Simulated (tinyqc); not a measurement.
Harmonic frequencies on the RHF/sto-3g surface (energies and gradients from PySCF), for H3O+, spin multiplicity 1, step by step. Computed by tinyqc, a small Python program that keeps every step (integrals from PySCF). Settings: charge = 1, multiplicity = 1, basis = sto-3g, delta = 0.01. Command: `OMP_NUM_THREADS=1 python tinyqc.py 30871 30872 out.jsonl` (the two numbers bound the seeds that draw the settings). One thread of a shared host (Intel(R) Xeon(R) Processor @ 2.60GHz), about 2 s of CPU time with the checks.

## One row of the Hessian: 2Hx

optimised positions (bohr):
```
,x,y,z
1O,0.037804,0.023526,0.574343
2H,1.839984,-0.006870,0.070907
3H,-0.843051,1.614770,0.133583
4H,-0.906235,-1.519932,0.096110
```

gradient at +delta (hartree/bohr):
```
,x,y,z
1O,-0.00584819,0.00008234,0.00124388
2H,0.00592945,-0.00009182,-0.00149832
3H,-0.00003943,-0.00004892,0.00012347
4H,-0.00004183,0.00005840,0.00013097
```

gradient at -delta (hartree/bohr):
```
,x,y,z
1O,0.00602302,-0.00008084,-0.00130378
2H,-0.00609800,0.00008102,0.00156187
3H,0.00002517,0.00005014,-0.00012432
4H,0.00004981,-0.00005032,-0.00013378
```

Displace 2Hx by +/-0.01 bohr; H(k, :) = (g(+) - g(-)) / (2 delta).

row of the Hessian (hartree/bohr^2): 1Ox -0.59356084, 1Oy 0.00815914, 1Oz 0.12738273, 2Hx 0.60137271, 2Hy -0.00864186, 2Hz -0.15300961, 3Hx -0.00323019, 3Hy -0.00495335, 3Hz 0.01238938, 4Hx -0.00458168, 4Hy 0.00543607, 4Hz 0.01323750

## Hessian by finite differences

All rows are made in the same way, and the matrix is symmetrised.

Hessian (symmetrised) (hartree/bohr^2):
```
,1Ox,1Oy,1Oz,2Hx,2Hy,2Hz,3Hx,3Hy,3Hz,4Hx,4Hy,4Hz
1Ox,1.06919144,0.00016999,-0.01478614,-0.59355967,0.00734944,0.19553706,-0.22927828,0.20742298,-0.08465541,-0.24635999,-0.21494240,-0.09609546
1Oy,0.00016999,1.06927879,0.01138157,0.00815745,-0.11434357,-0.00468281,0.20797829,-0.48908234,0.15485590,-0.21630572,-0.46585938,-0.16155470
1Oz,-0.01478614,0.01138157,0.14283278,0.12735739,-0.00330891,-0.05257650,-0.05174676,0.09512594,-0.04204868,-0.06082489,-0.10319865,-0.04820557
2Hx,-0.59355967,0.00815745,0.12735739,0.60137271,-0.00864021,-0.15298479,-0.00323049,-0.00495352,0.01238992,-0.00458199,0.00543622,0.01323803
2Hy,0.00734944,-0.11434357,-0.00330891,-0.00864021,0.08308784,0.00344459,0.03920769,0.01514008,-0.01796388,-0.03791686,0.01611814,0.01782822
2Hz,0.19553706,-0.00468281,-0.05257650,-0.15298479,0.00344459,0.05325448,-0.02076427,0.00310603,-0.00052502,-0.02178664,-0.00186779,-0.00015358
3Hx,-0.22927828,0.20797829,-0.05174676,-0.00323049,0.03920769,-0.02076427,0.20690989,-0.22394152,0.06423311,0.02560185,-0.02324343,0.00827764
3Hy,0.20742298,-0.48908234,0.09512594,-0.00495352,0.01514008,0.00310603,-0.22394152,0.48741349,-0.11724451,0.02147186,-0.01346932,0.01901302
3Hz,-0.08465541,0.15485590,-0.04204868,0.01238992,-0.01796388,-0.00052502,0.06423311,-0.11724451,0.04332388,0.00803191,-0.01964650,-0.00075092
4Hx,-0.24635999,-0.21630572,-0.06082489,-0.00458199,-0.03791686,-0.02178664,0.02560185,0.02147186,0.00803191,0.22534312,0.23274974,0.07457930
4Hy,-0.21494240,-0.46585938,-0.10319865,0.00543622,0.01611814,-0.00186779,-0.02324343,-0.01346932,-0.01964650,0.23274974,0.46321269,0.12471250
4Hz,-0.09609546,-0.16155470,-0.04820557,0.01323803,0.01782822,-0.00015358,0.00827764,0.01901302,-0.00075092,0.07457930,0.12471250,0.04910939
```

## Normal modes

masses (u): 1O 15.994915, 2H 2.014102, 3H 1.007825, 4H 1.007825

Diagonalise H_ij / sqrt(m_i m_j); the 6 smallest eigenvalues belong to translations and rotations; wavenumber = sqrt(eigenvalue / 1822.888) x 219474.63; each mode has its largest component positive (the first on a tie); zero-point energy = sum of wavenumbers / 2, with 349.755 1/cm per kcal/mol. A mass of 2.014 u marks deuterium.

eigenvalues of the mass-weighted Hessian (hartree/(bohr^2 u)): -0.000012  -0.000002  0.000000  0.000000  0.000000  0.000003  0.023194  0.099564  0.137153  0.355967  0.654535  0.702357

harmonic wavenumbers of the vibrations (1/cm): 782.9  1622.0  1903.7  3067.0  4158.8  4308.1

mass-weighted modes:
```
,mode 1,mode 2,mode 3,mode 4,mode 5,mode 6
1Ox,0.010000,-0.005881,-0.220693,-0.308609,0.200200,-0.005859
1Oy,0.004812,-0.290790,0.004554,0.005246,-0.004833,-0.288364
1Oz,-0.419741,-0.003479,-0.007392,0.082233,0.060796,-0.003462
2Hx,0.112789,0.012969,-0.160058,0.903896,-0.077396,0.000162
2Hy,-0.007064,0.642711,0.004331,-0.015388,0.001099,0.007442
2Hz,0.400445,0.007681,-0.095696,-0.239720,0.039159,0.000081
3Hx,-0.097690,0.452040,0.560426,-0.022071,-0.332504,-0.313715
3Hy,0.092881,0.118086,0.369538,0.105297,0.586393,0.577573
3Hz,0.554207,-0.181074,0.086936,0.006894,-0.141914,-0.161696
4Hx,-0.101622,-0.446945,0.545067,-0.026299,-0.355644,0.336829
4Hy,-0.102067,0.131811,-0.393804,-0.104443,-0.568694,0.560698
4Hz,0.551821,0.184077,0.077792,0.004392,-0.155643,0.175372
```

zero-point energy = 22.647987 kcal/mol
